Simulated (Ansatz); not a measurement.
Species: C2H2O2, SMILES `O=CC=O` (O–C–C–O torsion 180°) (charge 0, multiplicity 1).

Task: Give a relaxed geometry from r2SCAN-D4/def2-TZVP (Ansatz, an electronic-structure program).

Result: This is not unique; one that fits is the end point of this relaxation, one of several conformers (outside a Z-matrix the atoms follow the SMILES, hydrogens last).
Bond lengths (Å): O1–C2 1.203, C2–C3 1.522, C2–H5 1.111, C3–O4 1.203, C3–H6 1.111. Bond angles (°): O1–C2–C3 121.5, O1–C2–H5 123.8, C3–C2–H5 114.7, C2–C3–O4 121.5, C2–C3–H6 114.7, O4–C3–H6 123.8.
